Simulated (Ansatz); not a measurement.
Born–Oppenheimer molecular dynamics of AlH₄NO (7 atoms, charge 0, multiplicity 1). It starts from a relaxed structure.

Level of theory: RKS PBE0-D4/def2-SVP (Ansatz).

```
ensemble             : NVT, Langevin thermostat
time step            : 0.5 fs
steps asked          : 300
set temperature      : 400 K
friction             : 0.05 /fs
temperature schedule : 75 steps to 400 K, then 225 steps to 1200 K
seed                 : 285843
```

First frame:

```xyz
7
Properties=species:S:1:pos:R:3
Al 0.052 -0.029 -0.056
H -0.044 0.493 1.435
N 1.587 0.021 -0.927
H 1.725 -0.292 -1.881
H 2.457 0.370 -0.544
O -1.289 -0.660 -0.901
H -2.174 -0.750 -0.548
```

**Question.** How far do the bonds stretch over the last three quarters of this one trajectory? (Pairs bonded in most of those frames.)

**Answer.** 
```csv
bond,mean (Å),spread (Å),shortest,longest
Al1–H2,1.616,0.126,1.37,1.92
Al1–N3,1.777,0.061,1.70,1.92
Al1–O6,1.713,0.037,1.64,1.79
N3–H4,1.023,0.042,0.92,1.15
N3–H5,1.024,0.039,0.95,1.10
O6–H7,0.965,0.028,0.91,1.04
```

Mean temperature of the second half: 799 K. The schedule's set-point averaged 933 K over the second half and the system 799 K. A run of 0.15 ps of so small a system gives no equilibrium averages.

Run time: 7.8 min on 1 thread of Arm Neoverse V1 (shared host), peak memory 0.12 GiB.
